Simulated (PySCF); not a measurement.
CHF2, optimised at HF/6-31G*:

```xyz
4

F     -0.0312     0.5135    -1.2375
C      0.0262    -0.0154    -0.0359
F     -0.0492    -1.3263    -0.0887
H      0.8465     0.3469     0.5571
```

Computed with PySCF (xtb for GFN2) and rigid-rotor harmonic-oscillator thermochemistry at 1 bar. 6-31G* has spherical d functions here. Open shells (unrestricted): CHF2 (multiplicity 2). GFN2 has no spin-polarisation term. B3LYP is the form with VWN-RPA correlation. CHF2: computed as isolated molecules; such fragments, hydroxides, amides, oligomers or adducts are transient or little studied in the gas.

List the harmonic frequencies (cm⁻¹, unscaled) at this level and at the other levels, each on its own geometry.


- HF/6-31G*: 584, 1163, 1286, 1322, 1504, 3370
- B3LYP/6-31G*: 537, 1015, 1186, 1205, 1372, 3122
- GFN2-xTB: 466, 748, 1141, 1154, 1227, 3053
- PBE/def2-SVP: 538, 954, 1166, 1178, 1315, 3019
- PBE0/def2-TZVP: 557, 1002, 1203, 1217, 1346, 3132
